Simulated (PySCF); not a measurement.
Atom-mapped SMILES (the numbers label the heavy atoms): `[CH3:1][P:2]([CH3:3])[P:4]([F:5])[F:6]`. Each H is labelled by its parent atom.

Geometry: PBE0-D3(BJ)/def2-SVP; GIAO shifts from PySCF 2.14, gas phase, non-relativistic, averaged over equivalent atoms.

At B3LYP/pcSseg-1 (146 basis functions, 12 s wall time on 1 thread of an Arm Neoverse V1, shared host):
```
      atoms  δ (ppm)
      C1/C3      8.2
         P4    336.1
         P2    -53.4
      F5/F6   -114.6
H(C1)/H(C3)     1.04
```

Chemical shifts δ = σref − σ; ¹³C (σref 179.24), ¹H (σref 31.38) against TMS; ³¹P (σref 297.42) vs H3PO4; CFCl3 for ¹⁹F (σref 171.94), all at this level.

Problem. Estimate the result of repeating the calculation with PBE0/pcSseg-1.

Solution. 
```json
{"atoms": "C1/C3", "δ at PBE0/pcSseg-1": "7.4", "change": "-0.8"}
{"atoms": "P4", "δ at PBE0/pcSseg-1": "322.4", "change": "-13.7"}
{"atoms": "P2", "δ at PBE0/pcSseg-1": "-70.1", "change": "-16.7"}
{"atoms": "F5/F6", "δ at PBE0/pcSseg-1": "-114.3", "change": "+0.3"}
{"atoms": "H(C1)/H(C3)", "δ at PBE0/pcSseg-1": "1.06", "change": "+0.02"}
```

Referencing at the same level of theory: ¹³C (σ = 184.41 ppm), ¹H (σ = 31.27 ppm) vs TMS; ³¹P (σ = 310.13 ppm) against H3PO4; ¹⁹F (σ = 177.25 ppm) vs CFCl3.

The largest change is at P2 (phosphorus bonded to 2 C, P). Cost: 146 basis functions, 11 s wall time on 1 thread of an Arm Neoverse V1, shared host.

Unscaled 19F shifts against computed CFCl3 carry errors that often reach 10 to 50 ppm. Experimental scales use liquid or dissolved standards, which lie at an offset from isolated H3PO4.
